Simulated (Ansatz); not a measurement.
# MgSi (singlet): the correlation ladder at distance Si1–Mg2 = 2.532 Å, cc-pVDZ

How much of the correlation energy of MgSi (singlet) does each wave-function method recover here?

Computed with Ansatz 0.2.0, Gaussian basis. Level: cc-pVDZ, core rule «outside noble gas», up to 10 orbitals frozen.

To be run: UHF; CCSD(T) on RHF; CCSD(T) on UHF; BCCD(T) on RHF; CISD; CCSDT(Q) on RHF; CCSDT(Q) on UHF; CCSDTQ on RHF; CASSCF and MRCISD+Q, 2 electrons in 2 orbitals; CASSCF and NEVPT2, 2 electrons in 2 orbitals; Full CI.

40 further runs of the same task are left out: 24 for a known fault of the program, 11 that didn't finish, 5 set aside as unsound or not needed.

### Step 1. The system

The geometry derives from a PBE0/def2-TZVP stationary point (not a proven minimum). One bond is set to the value named and the two fragments are kept rigid.

2 atoms, charge 0, spin multiplicity 1.

Atoms are counted from 1 here; the program's logs count them from 0.

Bond lengths: Si1–Mg2 2.532 Å.

### Step 2. UHF

Contents of in.yaml:

```yaml
crystal:
  periodic: [false, false, false]
  atoms:
    - {symbol: Si, position_ang: [0.000000, 0.000000, 0.000000]}
    - {symbol: Mg, position_ang: [0.000000, 0.000000, 2.532400]}
basis:
  gaussian: {orbitals: cc-pVDZ}
magnetization: {spin_polarized: true, initial_magnetization: 0}
hamiltonian: {xc: hf}
output: {orbitals: {seedname: orbitals}}
```

The run is started by

```bash
> ansatz run in.yaml --threads 1 --pin off --events-out ev --progress --plain --max-ram 2393MiB
```

The runs that follow: CCSD(T) on RHF; CCSD(T) on UHF; BCCD(T) on RHF; CISD; CCSDT(Q) on RHF; CCSDT(Q) on UHF; CCSDTQ on RHF; CASSCF and MRCISD+Q, 2 electrons in 2 orbitals; CASSCF and NEVPT2, 2 electrons in 2 orbitals; Full CI.

Q: Predict the results of all the runs planned. Wanted: FCI below the RHF energy; RMP2 from FCI; RCCSD from FCI; RCCSD(T) from FCI; RCCSDT(Q) from FCI; T1 diagnostic; effectively unpaired electrons.

**Answer**, as computed:

| quantity | value |
| --- | --- |
| FCI below the RHF energy | -3.9825 eV |
| RMP2 from FCI | +28.52 kcal/mol |
| RCCSD from FCI | +9.65 kcal/mol |
| RCCSD(T) from FCI | +4.84 kcal/mol |
| RCCSDT(Q) from FCI | +0.10 kcal/mol |
| levels within 1 kcal/mol (43 meV) | RCCSDT(Q), RCCSDTQ |
| T1 diagnostic | 0.036 |
| effectively unpaired electrons | 2.26 |

**Reading.** RCCSD(T) misses by +4.84 kcal/mol, 5.3 % of the correlation energy. The occupations show strong static correlation (2.3 unpaired electrons where one determinant has 0). Coupled cluster took another determinant than the lowest Hartree-Fock one. These misses are within one basis, not against nature.
